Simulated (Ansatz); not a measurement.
CH7FN (charge +1), closed shell: a pair in one relaxed arrangement.

in.yaml

```yaml
crystal:
  periodic: [false, false, false]
  atoms:
    - {symbol: N, position_ang: [0.036299, 0.005587, -1.944397]}
    - {symbol: H, position_ang: [0.014524, 0.027091, -0.900948]}
    - {symbol: H, position_ang: [-0.576966, -0.731535, -2.294539]}
    - {symbol: H, position_ang: [0.988822, -0.164636, -2.269917]}
    - {symbol: H, position_ang: [-0.283993, 0.906742, -2.302938]}
    - {symbol: C, position_ang: [-0.032904, -0.040083, 2.026086]}
    - {symbol: F, position_ang: [-0.073258, 0.419757, 0.683835]}
    - {symbol: H, position_ang: [-0.122668, 0.838054, 2.660827]}
    - {symbol: H, position_ang: [0.920989, -0.541664, 2.174975]}
    - {symbol: H, position_ang: [-0.870945, -0.719413, 2.167117]}
basis:
  gaussian: {orbitals: def2-SVP}
total_charge: 1
hamiltonian: {xc: lda}
```

Run by:

```bash
ansatz run in.yaml --threads 4 --pin off --events-out ev --progress --plain --max-ram 9574MiB
```

What Ansatz 0.2.0 printed:

```
Functional definition: SPW92
  name "SPW92"
  cite "Dirac, Proc. Camb. Phil. Soc. 26, 376 (1930) doi:10.1017/S0305004100016108"
  cite "Slater, Phys. Rev. 81, 385 (1951) doi:10.1103/PhysRev.81.385"
  cite "Perdew & Wang, Phys. Rev. B 45, 13244 (1992) doi:10.1103/PhysRevB.45.13244"
  exchange = slater_x
  correlation = pw_c
884 factors; their error is unknown
mean field evaluation 1: about -5290.4438 eV, gradient 9.0e1 eV
mean field evaluation 2: about -5273.9475 eV, gradient 1.3e2 eV
mean field evaluation 4: about -5305.9712 eV, gradient 8.4e0 eV
mean field evaluation 8: about -5306.0540 eV, gradient 2.0e-1 eV
mean field -5306.05410779 eV, -194.9938918888 hartree, gradient 1.6e-5 eV, S^2 0.000000; 0 other end points of the search recorded, 0 dependent functions left out
reference -5306.05414068 eV, -194.9938930973 hartree; 14, 14 occupied and 63, 63 virtual orbitals, 884 factors
Total energy: -5306.05414068 eV, -194.9938930973 hartree
```

The run took about 0.25 s on 4 CPU threads of an Arm Neoverse V2 (shared host).
